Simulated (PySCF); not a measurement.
## Computed and reference excited states of `C=CC=S` (thioacrolein)

Published values to compare with (the computed states carry no symmetry labels, so the two lists aren't matched line by line):

| state | E (eV) | f | kind of transition | source |
| --- | --- | --- | --- | --- |
| 3A''(n→π*) | 1.91 |  | vertical absorption | [1] |
| 1A''(n→π*) | 2.10 |  | vertical absorption | [2] |
| 1A''(n→π*) | 2.11 | 0.000 | vertical absorption | [1] |

[1] computed, theoretical best estimate (aug-cc-pVTZ, frozen core, CC3 geometry), gas; Veril, Scemama, Caffarel, Lipparini, Boggio-Pasqua, Jacquemin, Loos, WIREs Comput. Mol. Sci. 2021, 11, e1517 (QUESTDB)
[2] computed, theoretical best estimate (aug-cc-pVTZ), revised with CC4, gas; Loos, Lipparini, Matthews, Blondel, Jacquemin, revising reference values with EOM-CC4 (2022), arXiv:2204.11658

Species: thioacrolein, C3H4S.
SMILES with atom numbers: `[CH2:1]=[CH:2][CH:3]=[S:4]` (hydrogens: H5, H6 on C1; H7 on C2; H8 on C3)

Computed with TDDFT PBE0/def2-SVPD, vertical, gas phase, core orbitals frozen in the response (PySCF 2.14.0, density-fitted response routines). Geometry: GFN2-xTB, one conformer, isolated molecule. Torsions of this conformer, `[CH2:1]=[CH:2][CH:3]=[S:4]`: C1–C2–C3–S4 180°.

Computed singlets: 2.09 eV (f 0.000); 4.92 eV (f 0.521); 5.74 eV (f 0.001); 6.19 eV (f 0.006); 6.29 eV (f 0.038); 6.51 eV (f 0.001); 6.57 eV (f 0.015); 6.76 eV (f 0.101). Computed triplets (Tamm–Dancoff): 1.59, 2.40, 4.54 eV.

Problem. How does the lowest computed triplet compare with the best estimate listed for the lowest triplet (vertical absorption)?

Solution. 1.59 eV against 1.91 eV for 3A''(n→π*) [1]: a difference of -0.32 eV. Geometry and basis of the two calculations needn't be the same.

Note on [2]: revises the 2021 QUESTDB value.
